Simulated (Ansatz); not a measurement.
Polycrystal shear modulus (GPa) of solids drawn from the class of intermetallic compounds, at two levels: PBE (Ansatz, a program for electronic structure, plane waves, PAW), and LDA (PAW; Ansatz).

| solid | PBE | LDA | shift (%) |
|---|---|---|---|
| L1₂ (Cu3Au-type) Pt₃Ti | 112 | 132 | +17.9 |
| L1₂ (Cu3Au-type) Ni₃Fe | 95.8 | 118 | +23 |
| fluorite PtAl₂ | 38.9 | 43.4 | +11.6 |
| L1₀ (CuAu-type) TiAl | 69.4 | 71.0 | +2.3 |
| CsCl-type RuAl | 107 | 119 | +11.2 |
| fluorite AuAl₂ | 37.8 | 43.0 | +13.8 |
| antifluorite Mg₂Ge | 42.4 | 47.5 | +12.0 |
| L1₀ (CuAu-type) CuAu | 28.8 | 40.0 | +39 |
| L1₀ (CuAu-type) FePt | 92.7 | 119 | +28 |
| CsCl-type PdIn | 27.2 | 35.3 | +30 |

The shifts run from +2.3 % to +39 %, with a median of +15.8 %.

Over all 10 rows LDA is the larger in 10.

Ansatz's runs of these crystals have no spin polarisation, but for L1₂ (Cu3Au-type) Ni3Fe, L1₀ (CuAu-type) FePt.

Density-functional runs with spin start from parallel moments for L1₂ (Cu3Au-type) Ni3Fe, parallel moments for L1₀ (CuAu-type) FePt.

Spin–orbit coupling is left out, also for the solids with elements from indium on (L1₂ (Cu3Au-type) Pt3Ti, fluorite PtAl2, fluorite AuAl2, L1₀ (CuAu-type) CuAu, L1₀ (CuAu-type) FePt, CsCl-type PdIn); its size isn't shown.

Each level is taken at its own relaxed cell. Ansatz's density-functional and Hartree–Fock values are scalar-relativistic unless marked +SOC, with PAW data made under PBE.
